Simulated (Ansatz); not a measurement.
**BHF radical (SMILES [BH]F): functionals against CCSD(T) at one geometry**

One table from this session's results is given with a row withheld; the runs are named, their logs left out.

Method: single points in def2-TZVPP; program: Ansatz 0.2.0, Gaussian basis.

Cores are frozen in the correlated methods. Orbitals are unrestricted.

## Where the work starts

SMILES `[BH]F`, 3 atoms, charge 0, spin multiplicity 2.

Atoms are counted from 1 here; the program's logs count them from 0.

Bond lengths: B1–F2 1.394 Å, B1–H3 1.295 Å. Angles: F2–B1–H3 114.3°.

As a file:

```xyz
3
BFH
B    -0.3964    0.1848   -0.1499
F     0.6647    0.8319    0.4816
H    -0.2287   -1.0903   -0.3017
```

Set-up of the first run:

run/in.yaml reads:

```yaml
crystal:
  periodic: [false, false, false]
  atoms:
    - {symbol: B, position_ang: [-0.396400, 0.184800, -0.149900]}
    - {symbol: F, position_ang: [0.664700, 0.831900, 0.481600]}
    - {symbol: H, position_ang: [-0.228700, -1.090300, -0.301700]}
basis:
  gaussian: {orbitals: def2-TZVPP}
magnetization: {spin_polarized: true, initial_magnetization: 1}
correlation: {method: ccsd_t}
scf: {omitted_lower_state_checks: [cluster_reference]}
output: {forces: true}
```

The command line of these runs was not kept.

Steps of the session up to this table: CCSD(T)/def2-TZVPP; PBE0-D4/def2-TZVPP; wB97M-V/def2-TZVPP; r2SCAN-D4/def2-TZVPP; PBE-D4/def2-TZVPP; BHLYP-D4/def2-TZVPP; wB97X-V/def2-TZVPP.

One of the session's tables, all rows but one given; the rest of the session is left out.

```
   method  RMS force component (eV/Å)  angle to CCSD(T) forces (°)  dipole (D)
  CCSD(T)                       1.572                    reference        0.83
  PBE0-D4                       1.645                          2.8        0.82
  wB97M-V                       1.612                          1.4        0.78
r2SCAN-D4                           ?                            ?           ?
   PBE-D4                       1.387                          1.8        0.67
 BHLYP-D4                       1.834                          1.6        0.98
  wB97X-V                       1.553                          1.1        0.83
```

**Question.** Estimate the row for r2SCAN-D4.

As computed: RMS force component (eV/Å): 1.547; angle to CCSD(T) forces (°): 1.3; dipole (D): 0.74. In the column «RMS force component (eV/Å)» it lies between PBE-D4 (1.387) and wB97X-V (1.553).
